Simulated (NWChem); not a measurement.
**BPH6 (SMILES [BH3-][PH3+]) at 6 levels**

Aim: a comparison of 6 runs (HF/3-21G, HF/def2-SVP, BP86/pcseg-1, PBE0/def2-SVP, PBE/def2-SVPD, CCSD(T)/def2-SVPD) of BPH6. 

Program for the calculation: NWChem 7.3.0.

1 further run of the same task is left out (set aside as unsound or not needed).

## 1. Starting point

BPH6: 8 atoms, total charge 0, spin state singlet. SMILES: `[BH3-][PH3+]`. The coordinates come from a PBE0-D4/def2-TZVP relaxation.

Bond lengths: B1–P2 1.910 Å, B1–H3 1.209 Å, B1–H4 1.209 Å, B1–H5 1.209 Å, P2–H6 1.408 Å, P2–H7 1.409 Å, P2–H8 1.408 Å. Some angles: B1–P2–H6 118.0°, B1–P2–H7 118.1°, B1–P2–H8 118.0°, P2–B1–H3 103.8°, P2–B1–H4 103.8°, P2–B1–H5 103.8°, H6–P2–H7 99.7°, H6–P2–H8 99.7°, H7–P2–H8 99.7°, H3–B1–H4 114.5°.

## 2. Energy and forces at HF/3-21G (run 1)

The input, job.nw:

```
START job
TITLE "BH6P"
memory total 2200 mb

GEOMETRY units angstroms noautosym nocenter noautoz
 B    -0.556100    0.227200   -0.914000
 P     0.433900   -0.181600    0.667700
 H    -1.693400    0.343100   -0.520100
 H    -0.367800   -0.730200   -1.628000
 H    -0.055500    1.254200   -1.309900
 H     0.418800    0.755700    1.718800
 H     1.823100   -0.380300    0.547100
 H     0.089200   -1.345200    1.382600
END

BASIS spherical bse
 B library 3-21G
 P library 3-21G
 H library 3-21G
END

SCF
 singlet
 rhf
 thresh 1e-08
 maxiter 80
 print medium
END

TASK scf gradient
```

Started as:

```bash
nwchem job.nw > job.out
```

Standard output:

```text
[...]
  functions       =    34
[...]
  wavefunction    = RHF
[...]
         Total SCF energy =   -366.948024530408
      One-electron energy =   -623.377734985743
      Two-electron energy =    196.885188986141
 Nuclear repulsion energy =     59.544521469194
        Time for solution =      0.5s
[...]
                         RHF ENERGY GRADIENTS
    atom               coordinates                        gradient
                 x          y          z           x          y          z
   1 B      -1.050877   0.429346  -1.727210    0.015424  -0.006406   0.024635
   2 P       0.819952  -0.343174   1.261770   -0.023003   0.009540  -0.036714
   3 H      -3.200062   0.648365  -0.982846   -0.001341  -0.000365   0.003605
   4 H      -0.695041  -1.379878  -3.076474    0.002091  -0.003133   0.000719
   5 H      -0.104880   2.370094  -2.475352    0.002920   0.002006   0.001549
   6 H       0.791417   1.428066   3.248061    0.001308  -0.000590   0.002034
   7 H       3.445159  -0.718663   1.033869    0.001280  -0.000539   0.002102
   8 H       0.168564  -2.542059   2.612735    0.001320  -0.000512   0.002072
[...]
```

Wall time 1.2 s (1 thread of Intel Xeon Platinum 8488C (Sapphire Rapids), shared host); peak memory 0.1 GiB.

## 3. Energy and forces at HF/def2-SVP (run 2)

The input, nw.nw:

```
start nw
title "BH6P"
memory total 2200 mb
charge 0

geometry noautosym nocenter noautoz
  B    -0.556100    0.227200   -0.914000
  P     0.433900   -0.181600    0.667700
  H    -1.693400    0.343100   -0.520100
  H    -0.367800   -0.730200   -1.628000
  H    -0.055500    1.254200   -1.309900
  H     0.418800    0.755700    1.718800
  H     1.823100   -0.380300    0.547100
  H     0.089200   -1.345200    1.382600
end

basis spherical bse
  * library def2-SVP
end

scf
  singlet
  rhf
  thresh 1e-08
  maxiter 80
end

task scf gradient
```

Started as:

```bash
nwchem nw.nw > nw.out
```

Standard output:

```text
[...]
  functions       =    62
[...]
  wavefunction    = RHF
[...]
         Total SCF energy =   -368.751452782214
      One-electron energy =   -625.545785994144
      Two-electron energy =    197.249811742736
 Nuclear repulsion energy =     59.544521469194
        Time for solution =      2.9s
[...]
                         RHF ENERGY GRADIENTS
    atom               coordinates                        gradient
                 x          y          z           x          y          z
   1 B      -1.050877   0.429346  -1.727210    0.006998  -0.002922   0.011179
   2 P       0.819952  -0.343174   1.261770   -0.014715   0.006115  -0.023484
   3 H      -3.200062   0.648365  -0.982846    0.003249  -0.000484  -0.000157
   4 H      -0.695041  -1.379878  -3.076474    0.000034   0.002132   0.002527
   5 H      -0.104880   2.370094  -2.475352   -0.000708  -0.002686   0.001752
   6 H       0.791417   1.428066   3.248061    0.001054   0.001241   0.003624
   7 H       3.445159  -0.718663   1.033869    0.003635  -0.000815   0.001518
   8 H       0.168564  -2.542059   2.612735    0.000454  -0.002580   0.003040
[...]
```

Run time: 4.5 s. Hardware: 1 thread of Intel Xeon Platinum 8488C (Sapphire Rapids), shared host; peak memory 0.1 GiB.

Runs 3 to 5 aren't shown in full; the table further down has their settings and results.

## 4. A single-point energy at CCSD(T)/def2-SVPD (run 6)

The input, mymol.xyz:

```xyz
8

B     -0.556100     0.227200    -0.914000
P      0.433900    -0.181600     0.667700
H     -1.693400     0.343100    -0.520100
H     -0.367800    -0.730200    -1.628000
H     -0.055500     1.254200    -1.309900
H      0.418800     0.755700     1.718800
H      1.823100    -0.380300     0.547100
H      0.089200    -1.345200     1.382600
```

The input, mymol.nw:

```
start mymol
memory total 2200 mb

geometry units angstroms noautosym nocenter noautoz
  load format xyz mymol.xyz
end

basis spherical bse
  * library def2-SVPD
end

scf
  singlet
  rhf
  thresh 1e-08
  maxiter 80
  print low
end

ccsd
  freeze core 6
  maxiter 60
end

task ccsd(t)
```

Started as:

```bash
nwchem mymol.nw > mymol.out
```

Standard output:

```text
[...]
  functions       =    92
[...]
  wavefunction    = RHF
[...]
         Total SCF energy =   -368.756278303502
      One-electron energy =   -625.549871126194
      Two-electron energy =    197.249071353498
 Nuclear repulsion energy =     59.544521469194
        Time for solution =      8.5s
[...]
 Total MP2 energy:           -369.015187828474723
[...]
             energy      energy      error      ampl     ampl      Block
                                                time     time      time
[...]
 Total CCSD energy:           -369.061519141580447
[...]
 Total CCSD+T(CCSD) energy:           -369.070583748034210
[...]
 Total CCSD(T) energy:                -369.070350085187329
[...]
```

Run time: 88 s. Hardware: 1 thread of Intel Xeon Platinum 8488C (Sapphire Rapids), shared host; peak memory 0.2 GiB.

## 5. All runs side by side

```csv
run,level,iteration cap,module,energy (Eh),dipole moment (D),HOMO energy (eV),LUMO energy (eV),wall time
1,HF/3-21G,80,scf,-366.948025,4.62,-11.74,4.50,1.2 s
2,HF/def2-SVP,80,scf,-368.751453,4.59,-11.85,4.01,4.5 s
3,BP86/pcseg-1,100,dft,-369.797070,4.15,-7.32,-0.48,21 s
4,PBE0/def2-SVP,100,dft,-369.478983,4.30,-8.48,0.79,21 s
5,PBE/def2-SVPD,100,dft,-369.437361,3.91,-7.26,-0.61,17 s
6,CCSD(T)/def2-SVPD,80,ccsd(t),-369.070350,–,–,–,88 s
```

## 6. Results

| quantity | value |
| --- | --- |
| run 6: total energy | -369.07035 Eh |
| run 6: correlation energy (6 core orbitals frozen) | -314.1 mEh |
| run 6: (T) correction | -8.83 mEh |

Over runs 1, 2, 3, 4, 5 the dipole moment (its size) runs from 3.91 D (PBE/def2-SVPD) to 4.62 D (HF/3-21G). The two ends differ in method and basis. Over runs 1, 2, 3, 4, 5 the HOMO–LUMO gap runs from 6.65 eV (PBE/def2-SVPD) to 16.24 eV (HF/3-21G). Totals of different functionals can't be ranked against each other. All runs together took 2.5 min, the longest 88 s.
